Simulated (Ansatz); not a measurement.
# BH2O2− (SMILES [O-]BO): one structure at several levels

One table from this session's results is given with a row withheld; the runs are named, their logs left out.

Program: Ansatz 0.2.0, Gaussian basis. Level of theory: single points in def2-TZVPPD. These are calculated values, not measurements.

Cores are frozen in the correlated methods. B3LYP uses VWN-RPA correlation.

**The system as given**

SMILES `[O-]BO`, 5 atoms, charge -1, spin multiplicity 1.

Atoms are counted from 1 here; the program's logs count them from 0.

Bond lengths: O1–B2 1.279 Å, B2–O3 1.448 Å, B2–H4 1.136 Å, O3–H5 0.946 Å. Angles: O1–B2–O3 125.7°, O1–B2–H4 123.0°, O3–B2–H4 111.1°, B2–O3–H5 110.6°.

As a file:

```tsv
atom	x (Å)	y (Å)	z (Å)
O1	-0.19590	-1.41740	-0.26960
B2	-0.40830	-0.15960	-0.17980
O3	0.55870	0.83360	0.24030
H4	-1.37530	0.32960	-0.51930
H5	1.20670	0.44640	0.80990
```

Set-up of the first run:

File run/in.yaml:

```yaml
crystal:
  periodic: [false, false, false]
  atoms:
    - {symbol: O, position_ang: [-0.195900, -1.417400, -0.269600]}
    - {symbol: B, position_ang: [-0.408300, -0.159600, -0.179800]}
    - {symbol: O, position_ang: [0.558700, 0.833600, 0.240300]}
    - {symbol: H, position_ang: [-1.375300, 0.329600, -0.519300]}
    - {symbol: H, position_ang: [1.206700, 0.446400, 0.809900]}
basis:
  gaussian: {orbitals: "def2-TZVPPD.json"}
total_charge: -1
correlation: {method: ccsd_t}
output: {forces: true}
```

The basis file named in the input lies beside it (Basis Set Exchange, JSON).

The command line of these runs was not kept.

Steps of the session up to this table: CCSD(T)/def2-TZVPPD; PBE0-D4/def2-TZVPPD; wB97M-V/def2-TZVPPD; r2SCAN-D4/def2-TZVPPD; PBE-D4/def2-TZVPPD; BHLYP-D4/def2-TZVPPD; B3LYP-D4/def2-TZVPPD.

One table of the session follows, with a row left open; its other results are not shown here.

```
   method  RMS force component (eV/Å)  angle to CCSD(T) forces (°)
  CCSD(T)                       0.947                    reference
  PBE0-D4                       0.957                         14.2
  wB97M-V                       0.907                         10.4
r2SCAN-D4                       0.960                          9.0
   PBE-D4                           ?                            ?
 BHLYP-D4                       0.872                         29.6
 B3LYP-D4                       0.912                         10.2
```

**Question.** Estimate the row for PBE-D4.

As computed: RMS force component (eV/Å): 1.070; angle to CCSD(T) forces (°): 9.0. In the column «RMS force component (eV/Å)» it is the highest.
